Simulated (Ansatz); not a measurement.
A run of Ansatz (development build ahead of 0.2.0) on quartet N₂O₂(+) in separate pieces at this shape:

```xyz
4

N     0.0000    0.0000    0.5650
N     0.0000    0.0000   -0.5650
O    21.0000   17.0000   19.6230
O    21.0000   17.0000   18.3770
```

Its results:

```
Converged                                                          : yes
Reference energy                                                   : -258.11151 hartree
Correlation energy                                                 : -0.75050 hartree
Total energy                                                       : -258.86201 hartree
Spin squared of the determinant                                    : 3.750
Stability test                                                     : minimum among restricted orbitals
Occupied orbitals by symmetry in an Abelian subgroup (alpha; beta) : 13 A' 3 A''; 11 A' 2 A''
```

Which input gives this output? Name the method, the orbitals and the basis set, and write the input.

ROHF-MP2 in cc-pVTZ.

```yaml
crystal:
  periodic: [false, false, false]
  atoms:
    - { symbol: "N", position_ang: [0.0, 0.0, 0.56499] }
    - { symbol: "N", position_ang: [0.0, 0.0, -0.56499] }
    - { symbol: O, position_ang: [21.0, 17.0, 19.62298] }
    - { symbol: O, position_ang: [21.0, 17.0, 18.37702] }
basis:
  gaussian: { orbitals: cc-pVTZ }
total_charge: 1
magnetization:
  initial_magnetization: 3
hamiltonian:
  xc: hf
correlation:
  method: mp2
  frozen_orbitals: { "N": 1, O: 1 }
```
